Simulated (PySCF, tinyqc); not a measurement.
FCI on RHF in the sto-6g basis, frozen core, for OH-, spin multiplicity 1, step by step. The basis has no diffuse functions, so it cannot describe the extra electron: this is an exercise in the method, not the real anion. The lowest restricted solution is unstable here: a spin-polarised one lies 0.0002 hartree lower (PySCF). One step of it, computed by the program tinyqc.

Problem. FCI: roots. Diagonalise (each vector has its largest component positive (the first on a tie)); all determinants have Ms = 0, so triplets appear too. The lowest singlet root is the correlation energy.

Occupation strings over the orbitals (2 doubly, a alpha, b beta, 0 empty; spin orbitals ordered 1a 1b 2a 2b ...): 222220 22a22b 2a222b 22b22a 2b222a 222202 222022 220222 2ab222 2ba222 202222

H - E(HF) between determinants (hartree), lower triangle:
```
           222220     22a22b     2a222b     22b22a     2b222a     222202     222022     220222
222220   0.000000
22a22b   0.000000   0.362707
2a222b   0.000000   0.016742   0.896307
22b22a   0.000000  -0.187034  -0.003569   0.362707
2b222a   0.000000  -0.003569  -0.121641   0.016742   0.896307
222202   0.038262  -0.017460  -0.020420   0.017460   0.020420   0.365982
222022   0.038262  -0.017460  -0.020420   0.017460   0.020420   0.047461   0.365982
220222   0.187034   0.176348   0.076682  -0.176348  -0.076682   0.017608   0.017608   0.926985
2ab222  -0.003569  -0.076682   0.081127   0.051199  -0.067475   0.027249   0.027249  -0.068932
2ba222   0.003569   0.051199  -0.067475  -0.076682   0.081127  -0.027249  -0.027249   0.068932
202222   0.121641  -0.067475   0.016836   0.067475  -0.016836   0.167072   0.167072   0.078460

           2ab222     2ba222    202222
2ab222   1.199948
2ba222  -0.078460   1.199948
202222   0.039229  -0.039229  1.895346
```

Give: lowest roots of this matrix, relative to E(HF); lowest vectors; <S^2> of these roots; weight of the ground state by excitation level 0, 1, 2, ....

Solution.

lowest roots of this matrix, relative to E(HF) (hartree): -0.048  0.175  0.319  0.360  0.431  0.774  0.847  1.123

lowest vectors:
```
        root 1  root 2  root 3  root 4
222220   0.973   0.000   0.000  -0.002
22a22b   0.051   0.707   0.000   0.239
2a222b   0.012  -0.016   0.000   0.064
22b22a  -0.051   0.707   0.000  -0.239
2b222a  -0.012  -0.016   0.000  -0.064
222202  -0.053   0.000   0.707   0.643
222022  -0.053   0.000  -0.707   0.643
220222  -0.202   0.000   0.000  -0.196
2ab222  -0.001   0.019   0.000  -0.025
2ba222   0.001   0.019   0.000   0.025
202222  -0.040   0.000   0.000  -0.109
```

<S^2> of these roots: 0.000  2.000  0.000  0.000  0.000  2.000  0.000  2.000

weight of the ground state by excitation level 0, 1, 2, ...: 0.946  0.006  0.048
